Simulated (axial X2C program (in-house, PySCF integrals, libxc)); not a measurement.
**Nuclear properties of PCO⁺**

Calculated with an in-house all-electron X2C program for linear molecules (integrals from PySCF): two-component X2C with atomic mean-field Coulomb and Gaunt terms, Gaussian nuclei, basis P dyall-v3z, C dyall-v3z, O dyall-av3z with contracted cores.

P–C–O held linear, with bonds 1.771 and 1.123 Å (near the PBE0 minimum at charge 1 of the determinant lowest at the starting distance; the state shown can have its own minimum elsewhere, held linear; other orders of the atoms were not compared).

Input and command:
```json
{"zs": [15, 6, 8], "q": 1, "bas": ["dyall-v3z", "dyall-v3z", "dyall-av3z"], "r0": [1.81, 1.13], "symm": 0, "scan": ["PBE0", "HF", "B3LYP"], "levels": ["PBE0", "HF", "r2SCAN"], "nst": 2}
```
```bash
python solin.py task.json out
```

Keys: zs atomic numbers; q charge; bas basis sets; r0 starting distance in Å; symm equal bonds; scan levels of the two-bond scan; levels methods; nst determinants followed.

Determinant lowest in the PBE0 search, Ω = 1 (⟨Sz⟩ = 1.00, ⟨Lz⟩ = 0.00 at PBE0), spin on the atoms P 0.84, C 0.04, O 0.12:

```json
{"level": "PBE0", "Eeff magnitude (GV/cm)": "0.0494", "Ws magnitude P (kHz)": "0.0194", "A∥/gI P (MHz)": "-136", "qzz P (a.u.)": "0.10", "A∥/gI C (MHz)": "-16.4", "qzz C (a.u.)": "-0.62", "A∥/gI O (MHz)": "-20.5", "qzz O (a.u.)": "-0.55"}
{"level": "HF", "Eeff magnitude (GV/cm)": "0.102", "Ws magnitude P (kHz)": "0.0403", "A∥/gI P (MHz)": "-45.5", "qzz P (a.u.)": "0.42", "A∥/gI C (MHz)": "-27.5", "qzz C (a.u.)": "-0.82", "A∥/gI O (MHz)": "2.95", "qzz O (a.u.)": "-0.65"}
{"level": "r2SCAN", "Eeff magnitude (GV/cm)": "0.0721", "Ws magnitude P (kHz)": "0.0276", "A∥/gI P (MHz)": "-79.9", "qzz P (a.u.)": "0.05", "A∥/gI C (MHz)": "-15.9", "qzz C (a.u.)": "-0.59", "A∥/gI O (MHz)": "-16.6", "qzz O (a.u.)": "-0.53"}
```

Determinant 0.93 eV from it at PBE0 and this distance, Ω = 0 (closed shell), highest spinor 72% P p, 10% O p, 9% C d:

```json
{"level": "PBE0", "qzz P (a.u.)": "-0.04", "qzz C (a.u.)": "-0.59", "qzz O (a.u.)": "-0.53"}
{"level": "HF", "qzz P (a.u.)": "0.23", "qzz C (a.u.)": "-0.81", "qzz O (a.u.)": "-0.59"}
{"level": "r2SCAN", "qzz P (a.u.)": "-0.12", "qzz C (a.u.)": "-0.55", "qzz O (a.u.)": "-0.50"}
```

Eeff is the effective electric field on the electron electric dipole moment in this Ω state and Ws the scalar–pseudoscalar constant of the nucleus named (defined with the proton number Z and per Ω); A∥ (defined per Ω) follows by multiplying with gI = μI/(I μN); qzz is the electric field gradient, eQq0 = 234.96 MHz × Q/barn × qzz. The operators were transformed with the bare-nucleus X2C matrices; with these basis sets, hyperfine constants and field gradients can be off by tens of per cent, and where levels differ in sign neither size nor sign is settled.

(1) With gI(13C) = 1.4048, Q(17O) = -0.02558 barn (g factors from the IAEA table of nuclear moments by Stone; Q from Pyykkö, Mol. Phys. 2018), turn the PBE0 values of the first state into constants in MHz.

The molecule was held linear; bending was not examined, so a bent shape may lie lower.

Each state is one determinant with collinear spin, which with several unpaired electrons need not be a pure state. Unrestricted Hartree–Fock can overshoot spin polarisation at the nuclei. A closed determinant beside an open π² or δ² triplet, such as (π1/2)², mixes with its partner pair into the 0⁺ component of the triplet and ¹Σ⁺, so its energy is not that of a level, and 0⁺ can lie lowest. With several open shells hyperfine constants can be off by a factor of several. Where Eeff spreads by more than a factor of two the levels disagree and none is to be relied on. Open-shell Ω = 0 determinants with evenly filled partner blocks cannot be reached by this program, so the Ω shown need not be the lowest component. The search compared states at one distance, so a state with another bond length can lie lower. Where a field gradient or hyperfine factor spreads by more than a factor of two over the levels, a constant derived from it is not to be relied on. PBE0 term energies can be off by some tenths of an eV.

## Answers

(1) A∥(13C) = -16.4 × 1.4048 = -23 MHz; eQq0(17O) = 234.96 × (-0.02558) × (-0.55) = 3.31 MHz.
